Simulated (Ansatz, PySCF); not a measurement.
Lewis adducts of Ga(Cl)3. All species are isolated molecules in the gas phase. One relaxed conformer stands for each flexible species; it need not be the lowest. Strings in code marks are SMILES.

Quantity: vertical ionisation energy (energy after one electron is removed minus that of the parent at the parent's geometry), in eV.

Level 1: frozen-core MP2/cc-pVTZ // PBE-D3(BJ)/def2-SVP (Ansatz, a first-principles code)
Level 2: B3LYP/6-31G* // PBE-D3(BJ)/def2-SVP (PySCF)
Level 3: minus the HOMO energy of HF/3-21G // PBE-D3(BJ)/def2-SVP (PySCF)
Level 4: HF/cc-pVTZ // PBE-D3(BJ)/def2-SVP (Ansatz)

| species | level 1 | level 2 | level 3 | level 4 |
|---|---|---|---|---|
| `CC#N` | 12.74 | 11.99 | 12.36 | 10.75 |
| `O` | 12.62 | 12.34 | 13.07 | 10.85 |
| `[Cl][Ga]([Cl])[Cl]` | 12.25 | 11.36 | 13.18 | 11.19 |
